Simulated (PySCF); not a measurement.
# Molecular orbitals of LiN

M06-L at R = 1.892 Å; basis Li 6-31G(d,p), N 6-31G(d,p); no relativity; PySCF 2.14. State: ³Σ⁻ (triplet), unpaired electrons π ↑↑. Only the outer orbitals are listed, counted within each symmetry.

```
spin  orbital  occ.  ε (eV)  on Li (%)   main shells (%)
   α       2σ     1  -52.71        100          100 Li s
   α       3σ     1  -17.23          2            98 N s
   α       1π     1   -4.87          6            94 N p
   α       1π     1   -4.87          6            94 N p
   α       4σ     1   -4.05         12            86 N p
   α       5σ     0   -2.93         99  51 Li p, 47 Li s
   α       2π     0    0.72         98           97 Li p
   α       2π     0    0.72         98           97 Li p
   β       2σ     1  -52.73        100          100 Li s
   β       3σ     1  -12.99          8            92 N s
   β       4σ     1   -2.84         17   80 N p, 11 Li s
   β       1π     0   -0.92         41   59 N p, 39 Li p
   β       1π     0   -0.92         41   59 N p, 39 Li p
   β       5σ     0   -0.81         96  66 Li s, 29 Li p
```

**Question.** Which are the highest filled and the lowest empty level, where do they sit, and how wide is the gap?

**Answer.** Highest filled β 4σ at -2.84 eV (in %: 80 N p, 11 Li s); lowest empty α 5σ at -2.93 eV (in %: 51 Li p, 47 Li s); the gap at M06-L is -0.09 eV.

The bond order (Mayer) is 0.87. The ⟨S²⟩ is 2.015 and the charge on Li (Mulliken, basis-dependent) is 0.49. The charge on Li (Löwdin, basis-dependent) is 0.24 and the dipole moment (positive dipole means Li(−)N(+)) is -6.73 D.

Counting both spins, an empty level lies below a filled one in this solution, because spin and occupation are held. The state is the lowest determinant that a PBE0 search found; another state may lie lower at other levels.
